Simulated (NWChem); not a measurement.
## Atomisation of ClNa

```
Na
Cl 1 2.3476
```
Charge 0, spin multiplicity 1.

Program: NWChem. Structure: optimised with PBE/def2-SVP, a minimum by its harmonic frequencies.

Basis set: def2-QZVP. The atomisation energy is electronic alone: no zero-point, thermal, spin-orbit or counterpoise terms. No value is extrapolated to the basis-set limit. Free atoms are single determinants with multiplicities Na 2, Cl 2. Correlated methods freeze the same cores in atoms and molecule, 6 orbitals in all.

B3LYP has NWChem's definition, with VWN1-RPA local correlation. The structure started from a generated list of species. No SCF solution was tested for a lower state. Open-shell Hartree-Fock references start from PBE0 orbitals.

### Question
Order these methods by the atomisation energy they give, lowest first: TPSS, PBE, MP2, B3LYP, r2SCAN.

### Answer
B3LYP (92.4 kcal/mol), PBE (94.0 kcal/mol), TPSS (95.8 kcal/mol), r2SCAN (96.7 kcal/mol), MP2 (99.8 kcal/mol)
